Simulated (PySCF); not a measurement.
chloroform cation (CHCl₃), SMILES ClC(Cl)Cl (connectivity only; charge and spin as stated), charge +1, multiplicity 2. Atoms are numbered in the order given.

```xyz
5

Cl    -1.4705     0.8490    -0.0585
C      0.0000     0.0000     0.2620
Cl     0.0000    -1.6980    -0.0585
Cl     1.4705     0.8490    -0.0585
H      0.0000     0.0000     1.4120
```
Charge +1, spin multiplicity 2.

Geometry optimised at PBE0-D3(BJ)/def2-SVP. The multiplicity is an assumed one; other spin states were not compared.

Calculation: B3LYP/pcH-1 in PySCF.

Unrestricted Kohn–Sham, ⟨S²⟩ = 0.753. Hyperfine tensors hold the contact and dipolar terms, without spin-orbit corrections.

Computed hyperfine couplings:
| nucleus | A(iso) (MHz) | A(iso) (G) | dipolar principal values (MHz) |
|---|---|---|---|
| 35Cl no. 1 | 6.8 | 2.4 | -53.1, -51.5, 104.6 |
| 13C no. 2 | -23.9 | -8.5 | -11.5, -11.5, 23.0 |
| 35Cl no. 3 | 6.8 | 2.4 | -53.1, -51.5, 104.6 |
| 35Cl no. 4 | 6.8 | 2.4 | -53.1, -51.5, 104.6 |
| 1H no. 5 | 483.4 | 172.5 | -11.6, -11.6, 23.2 |
